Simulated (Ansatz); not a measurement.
The first iterations of a band of CH4 + ClH3Si (10 atoms, charge 0, multiplicity 1).

Method: UKS B3LYP/def2-SVP (Ansatz 0.2.0).

```
movable images  : 9
climbing image  : yes
spring          : 5.0 eV/Å²
optimiser       : quadratic models (default)
start path      : through a guess of the saddle point
force threshold : 0.05 eV/Å
iteration limit : 60
end points      : relaxed
```

Image 0:

```xyz
10
Properties=species:S:1:pos:R:3
Si -2.087 -0.117 -1.319
Cl -0.446 -1.306 -1.804
H -2.395 0.769 -2.473
H -1.749 0.699 -0.122
H -3.249 -0.998 -1.028
H 1.390 -0.226 0.523
C 1.984 0.191 1.349
H 2.994 -0.244 1.327
H 1.504 -0.050 2.308
H 2.054 1.283 1.239
```

Image 10:

```xyz
10
Properties=species:S:1:pos:R:3
Si -0.932 0.551 -0.017
Cl 1.155 -2.251 -1.859
H -0.840 1.098 -1.401
H -1.955 1.337 0.737
H -1.431 -0.859 -0.116
H 0.002 -2.259 -1.276
C 0.741 0.591 0.850
H 1.463 -0.042 0.310
H 0.658 0.217 1.883
H 1.140 1.617 0.888
```

| iteration | highest image above the first end (eV) | largest band force component (eV/Å) |
| --- | --- | --- |
| 1 | 3.196 | 10.284 |
| 2 | 3.028 | 3.693 |
| 3 | 2.680 | 2.955 |
| 4 | 2.709 | 0.597 |

Question: Does the band converge within its limit, and where does its top end?

Answer: It converged. It ended after 12 iterations with the highest image 2.953 eV above the first end. Neighbouring images differ by up to 1.3 eV, so the band resolves the path poorly. A vibrational analysis at the climbing image gives one clearly imaginary mode, 730i cm⁻¹: a first-order saddle point. The orbitals stay closed-shell, which can raise the energy where a bond breaks towards radicals; this wasn't checked here.

Time of the run: 4.6 min on 2 threads of Arm Neoverse V1 (shared host), peak memory 0.22 GiB.
